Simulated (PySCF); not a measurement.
**Computed NMR parameters against published values**

Molfile (atoms numbered from 1):
```
C2H2F2
     RDKit          3D

  6  5  0  0  0  0  0  0  0  0999 V2000
    1.3349   -1.1603   -0.0008 F   0  0  0  0  0  0  0  0  0  0  0  0
    0.6632   -0.0070   -0.0231 C   0  0  0  0  0  0  0  0  0  0  0  0
   -0.6556   -0.0022    0.0096 C   0  0  0  0  0  0  0  0  0  0  0  0
   -1.3277    1.1503   -0.0153 F   0  0  0  0  0  0  0  0  0  0  0  0
    1.2859    0.8772   -0.0699 H   0  0  0  0  0  0  0  0  0  0  0  0
   -1.2776   -0.8870    0.0559 H   0  0  0  0  0  0  0  0  0  0  0  0
  1  2  1  0
  2  3  2  0
  3  4  1  0
  2  5  1  0
  3  6  1  0
M  END
```

[PySCF: σ from GIAO-B97-2/pcSseg-2; spin–spin couplings from B3LYP/pcJ-2; PBE0-D3(BJ)/def2-TZVP geometry; a single conformation; no solvent; averaged over atoms made equivalent by symmetry, fast rotation or ring inversion; non-relativistic Hamiltonian]

Reference values: measured (G. Saielli, R. Bini, A. Bagno, Computational 19F NMR. 2. Organic compounds, RSC Adv. 2014, ESI (exp. from Berger-Braun-Kalinowski 1994 and Everett 1995)).
```json
{"atoms": "F1/F4", "quantity": "δ $^{19}$F vs CFCl3", "reference": "-186.3", "computed": "-191.5", "computed, scaled": "-184.5"}
```

Reference values: CCSD(T)/13s9p4d3f + vibration and temperature (MP2) (gas, 300 K; M. E. Harding, PhD thesis, Mainz 2008 (Harding, Lenhart, Auer, Gauss, JCP 2008, 128, 244111)).
```csv
atoms,quantity,reference,computed
F1/F4,σ $^{19}$F,389.3,367.5
```

Reference values: CCSD(T)/cc-pVQZ (gas (isolated, no vibration); M. Maurer, PhD thesis, LMU Munich (Maurer, Ochsenfeld, JCTC 2015 SI; set of Flaig et al., JCTC 2014, 10, 572)).
```
atoms                          quantity  reference  computed  computed, scaled
F1/F4  δ $^{19}$F vs CFCl3 (same level)     -185.9    -191.5            -184.5
```

Reference values: CCSD(T)/13s9p4d3f (gas (isolated, no vibration); M. E. Harding, PhD thesis, Mainz 2008 (Harding, Lenhart, Auer, Gauss, JCP 2008, 128, 244111)).
```
atoms    quantity  reference  computed
F1/F4  σ $^{19}$F      397.7     367.5
```

Absolute shieldings are compared as such; zero-point and thermal motion, absent here, lowers them by some tenths of a ppm for H, a few ppm for C and up to about 10 ppm for F.

Computed shifts are σ(ref) − σ with the named reference compound (TMS for H and C) calculated as an isolated molecule at the same level. The measured values may be among those fitted. Shieldings were converted by a linear fit to measured shifts: $^{19}$F (scatter 4.8 ppm rms, 5.6 ppm with the 3 outliers that the fit left out vs CFCl3, solution or neat liquid, with a term for F on sp3 carbon). Occasional misses reach two or three times the rms, and more in compound classes unlike the fitted ones.

Coupling constants in Hz:
```tsv
coupling	reference	computed	source
$^{3}J$(F1,F4)	-132.7	-167.2	measured; Jessen and Sauer, arXiv:2312.00705
```

(1) How far are the unscaled $^{19}$F shifts from the references?

(2) How far are the unscaled $^{19}$F shieldings from the references?

Results:

(1) Mean signed difference -5.40 ppm, mean absolute 5.40 ppm over 2 comparisons; the largest is -5.6 ppm at F1/F4 (vinylic fluorine).

(2) Mean signed difference -26.00 ppm, mean absolute 26.00 ppm over 2 comparisons; the largest is -30.2 ppm at F1/F4 (vinylic fluorine).

5 of the 8 published NMR values on file for this molecule are compared. The rest: other calculations.
